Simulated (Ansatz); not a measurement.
# FH4NSi: the cost of one run

Program: Ansatz 0.2.0. Level of theory: RHF/cc-pVDZ. These are calculated values, not measurements.

## Step 1: Starting point

Bond lengths: Si1–H2 1.460 Å, Si1–N3 1.820 Å, N3–H4 1.060 Å, N3–H5 1.060 Å, Si1–H6 1.459 Å, Si1–F7 1.589 Å. Angles: H2–Si1–N3 109.5°, H2–Si1–H6 109.5°, H2–Si1–F7 109.5°, N3–Si1–H6 109.5°, N3–Si1–F7 109.5°, H6–Si1–F7 109.5°, Si1–N3–H4 120.0°, Si1–N3–H5 120.0°, H4–N3–H5 120.0°.

Coordinates:

```xyz
7

Si    0.0000    0.0000    0.0000
H     0.0000    0.0000    1.4600
N     1.7163    0.0000   -0.6061
H     2.2145   -0.9180   -0.7868
H     2.2175    0.9180   -0.7783
H    -0.6877    1.1914   -0.4862
F    -0.7489   -1.2974   -0.5295
```

## Step 2: Preparing the start

The input, input.yaml:

```yaml
crystal:
  periodic: [false, false, false]
  atoms:
    - { symbol: Si, position_ang: [0.0, 0.0, 0.0] }
    - { symbol: H, position_ang: [0.0, 0.0, 1.46] }
    - { symbol: "N", position_ang: [1.7163, 0.0, -0.6061] }
    - { symbol: H, position_ang: [2.2145, -0.918, -0.7868] }
    - { symbol: H, position_ang: [2.2175, 0.918, -0.7783] }
    - { symbol: H, position_ang: [-0.6877, 1.1914, -0.4862] }
    - { symbol: F, position_ang: [-0.7489, -1.2974, -0.5295] }
basis:
  gaussian: { orbitals: cc-pVDZ }
hamiltonian:
  xc: hf
relax:
  f_tol: 0.02
  max_steps: 40
```

The run is started by

```console
> ansatz run input.yaml --threads 1 --pin off --max-ram 2048MiB --backend cpu --events-out ev --progress --plain --runs-dir out
```

**Question.** How long does this run take on 1 thread of Arm Neoverse V2, shared host, and how much memory does it need?

About 9.3 s, with a peak of 0.12 GiB.
